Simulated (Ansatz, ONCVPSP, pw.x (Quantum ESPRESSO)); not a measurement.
**What a changed setting does to a pw.x run (diamond Si)**

Potential: optimised norm-conserving Vanderbilt (ONCV), ONCVPSP 4.0.1.1 (patched build), PBE; core [Ne], reference 3s1 3p3; waves: 3s: rc 1.74 bohr, ncon 4, nbas 8, qcut 4.5 1/bohr, 2 projectors, debl 0.7 Ha; 3p: rc 2.56 bohr, ncon 4, nbas 7, qcut 3.9 1/bohr, 3 projectors, debl 3 Ha; d scattering state at 0.17 Ha: rc 2.22 bohr, ncon 5, nbas 8, qcut 4.4 1/bohr, 2 projectors, debl 2.4 Ha; local part: polynomial inside 1.70 bohr (lpopt 5, dvloc0 1 Ha); core correction: Teter function, fcfact 3.75, rcfact 1.2.

The reference run (k-mesh 8³, cutoffs 50/200 Ry, Fermi–Dirac 0.01 Ry, mixing_beta 0.4, conv_thr 1e-9, no spin) gives 0.14 GPa at 20.463 Å³/atom, where all-electron LAPW gives -0.05 GPa. This run, with its own iteration cap, changes nbnd to 16.

```
&control
  calculation='scf', prefix='x', pseudo_dir='./', outdir='./tmp', tstress=.true., disk_io='none'
/
&system
  ibrav=0, nat=2, ntyp=1, ecutwfc=50, ecutrho=200, nbnd=16,
  occupations='smearing', smearing='fd', degauss=0.01
/
&electrons
  conv_thr=1e-09, mixing_beta=0.4, electron_maxstep=70
/
ATOMIC_SPECIES
Si 1.0 Si.UPF
CELL_PARAMETERS angstrom
  0.00000000 2.73520428 2.73520428
  2.73520428 0.00000000 2.73520428
  2.73520428 2.73520428 0.00000000
ATOMIC_POSITIONS crystal
Si 0.0000 0.0000 0.0000
Si 0.2500 0.2500 0.2500
K_POINTS automatic
8 8 8 0 0 0
```

```bash
pw.x < Si.scf.in > Si.scf.out
```

Task: How does the run end?

Result: It converges in 7 iterations; the free energy moves by +0.0 meV/atom and the pressure by +0.00 GPa. The result is that of the reference run.

```
Message from routine setup:
     using ibrav=0 with symmetry is DISCOURAGED, use correct ibrav instead
     lattice parameter (alat)  =       7.3098  a.u.
     unit-cell volume          =     276.1823 (a.u.)^3
     number of electrons       =         8.00
     number of Kohn-Sham states=           16
     kinetic-energy cutoff     =      50.0000  Ry
     charge density cutoff     =     200.0000  Ry
     scf convergence threshold =      1.0E-09
     Exchange-correlation= PBE
     number of k points=    29  Fermi-Dirac smearing, width (Ry)=  0.0100
     iteration #  1     ecut=    50.00 Ry     beta= 0.40
     total energy              =     -16.51507724 Ry
     estimated scf accuracy    <       0.10593698 Ry
     iteration #  2     ecut=    50.00 Ry     beta= 0.40
     total energy              =     -16.50881746 Ry
     estimated scf accuracy    <       0.02522578 Ry
     iteration #  3     ecut=    50.00 Ry     beta= 0.40
     total energy              =     -16.51072493 Ry
     estimated scf accuracy    <       0.00019784 Ry
     iteration #  4     ecut=    50.00 Ry     beta= 0.40
     total energy              =     -16.51074407 Ry
     estimated scf accuracy    <       0.00000101 Ry
     iteration #  5     ecut=    50.00 Ry     beta= 0.40
     total energy              =     -16.51074472 Ry
     estimated scf accuracy    <       0.00000017 Ry
     iteration #  6     ecut=    50.00 Ry     beta= 0.40
     total energy              =     -16.51074475 Ry
     estimated scf accuracy    <          1.3E-09 Ry
     iteration #  7     ecut=    50.00 Ry     beta= 0.40
     the Fermi energy is     6.2765 ev
!    total energy              =     -16.51074475 Ry
     estimated scf accuracy    <          4.9E-11 Ry
     smearing contrib. (-TS)   =      -0.00028529 Ry
     The total energy is F=E-TS. E is the sum of the following terms:
     one-electron contribution =       4.71929410 Ry
     hartree contribution      =       1.11739221 Ry
     xc contribution           =      -5.67229167 Ry
     ewald contribution        =     -16.67485410 Ry
     convergence has been achieved in   7 iterations
          total   stress  (Ry/bohr**3)                   (kbar)     P=        1.42
     Message from routine punch:
     Nothing written, as per user request (disk_io='none')
```

The run took about 19 s on one core of a shared host (Neoverse-N1, 64 threads, 124 GiB, load 57).
